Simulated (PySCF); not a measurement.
## Electric properties by functional and basis

2-chloroacrylic acid, C₃H₃ClO₂.
Geometry (PBE0-D3(BJ)/def2-SVP, Å), atoms numbered from 1 in this order:
```
atom  x, y, z in Å
C1    -1.3899   -0.1258   -0.4168
C2    -0.4352    0.5422    0.2360
Cl3   -0.7441    2.0034    1.0914
C4     0.9915    0.0958    0.2909
O5     1.8700    0.6793    0.8621
O6     1.1825   -1.0452   -0.3840
H7    -1.1376   -1.0468   -0.9437
H8    -2.4202    0.2333   -0.4311
H9     2.1241   -1.2568   -0.2961
```

PySCF, dipoles from the SCF density, polarisabilities from static response with core orbitals frozen. The structure is a single PBE0-D3(BJ)/def2-SVP conformer in the gas phase; no vibrational or solvent corrections.

The anisotropy is √(½[(α1 − α2)² + (α2 − α3)² + (α3 − α1)²]).

```json
{"level": "LDA/def2-SVPD", "μ (D)": "2.818", "α (Å³)": "9.01", "anisotropy (Å³)": "4.84"}
{"level": "PBE/def2-SVPD", "μ (D)": "2.799", "α (Å³)": "8.98", "anisotropy (Å³)": "4.86"}
{"level": "B3LYP/def2-SVPD", "μ (D)": "2.934", "α (Å³)": "8.73", "anisotropy (Å³)": "4.70"}
{"level": "PBE0/def2-SVPD", "μ (D)": "2.972", "α (Å³)": "8.61", "anisotropy (Å³)": "4.62"}
{"level": "BHandHLYP/def2-SVPD", "μ (D)": "3.129", "α (Å³)": "8.41", "anisotropy (Å³)": "4.53"}
{"level": "CAM-B3LYP/def2-SVPD", "μ (D)": "3.015", "α (Å³)": "8.58", "anisotropy (Å³)": "4.58"}
{"level": "wB97X-D/def2-SVPD", "μ (D)": "3.048", "α (Å³)": "8.57", "anisotropy (Å³)": "4.52"}
{"level": "LC-wPBE/def2-SVPD", "μ (D)": "3.071", "α (Å³)": "8.37", "anisotropy (Å³)": "4.43"}
{"level": "HF/def2-SVPD", "μ (D)": "3.441", "α (Å³)": "8.14", "anisotropy (Å³)": "4.42"}
{"level": "PBE0/6-31G*", "μ (D)": "2.934", "α (Å³)": "6.62", "anisotropy (Å³)": "5.59"}
{"level": "PBE0/def2-SVP", "μ (D)": "2.777", "α (Å³)": "6.66", "anisotropy (Å³)": "5.13"}
{"level": "PBE0/6-31+G*", "μ (D)": "2.977", "α (Å³)": "7.85", "anisotropy (Å³)": "5.02"}
{"level": "PBE0/aug-cc-pVDZ", "μ (D)": "2.921", "α (Å³)": "8.68", "anisotropy (Å³)": "4.68"}
{"level": "PBE0/def2-TZVP", "μ (D)": "2.860", "α (Å³)": "7.96", "anisotropy (Å³)": "4.94"}
{"level": "PBE0/def2-TZVPD", "μ (D)": "2.896", "α (Å³)": "8.78", "anisotropy (Å³)": "4.70"}
```

The dipole runs from 2.78 D (PBE0/def2-SVP) to 3.44 D (HF/def2-SVPD). No reference polarisability is at hand; against PBE0 in the largest diffuse basis at hand (def2-TZVPD) the other PBE0 rows deviate by 6-31G* -25%, def2-SVP -24%, 6-31+G* -11%, def2-SVPD -2%, aug-cc-pVDZ -1%, def2-TZVP -9%. In one basis (def2-SVPD) the functionals order the polarisability from HF (lowest) to LDA (highest), a spread of 11%. With PBE0 the polarisability is 7.08 Å³ without diffuse functions (mean of 6-31G*, def2-SVP and def2-TZVP) and 8.48 Å³ with them (mean of 6-31+G*, def2-SVPD, aug-cc-pVDZ and def2-TZVPD).
